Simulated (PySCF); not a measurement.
# Na+ in clusters of hydrogen fluoride

Gas-phase clusters of one Na+ with n hydrogen fluoride, each in one structure from a short search with a few starts, optimised by PBE0-D3(BJ)/def2-SVPD or PBE0-D3(BJ)/def2-TZVPD; other arrangements may lie lower. Binding energies from relaxed separate molecules, wB97M-D3(BJ)/def2-TZVPD, counterpoise-corrected, in kcal/mol (PySCF). Shieldings by GIAO PBE0/pcSseg-2.

Frequency runs check all these structures; an imaginary mode is left, so that the point isn't a minimum, in n = 4 (19i cm⁻¹).

```csv
n,binding energy,gain of the last molecule,shielding of Na (ppm)
1,-16.2,-16.2,613.7
2,-31.2,-15.0,604.9
3,-44.1,-12.9,598.7
```

**Question.** What would the next cluster, with 4 hydrogen fluoride, show?

**Answer.** binding energy: -55.2; gain of the last molecule: -11.1; shielding of Na (ppm): 593.7.
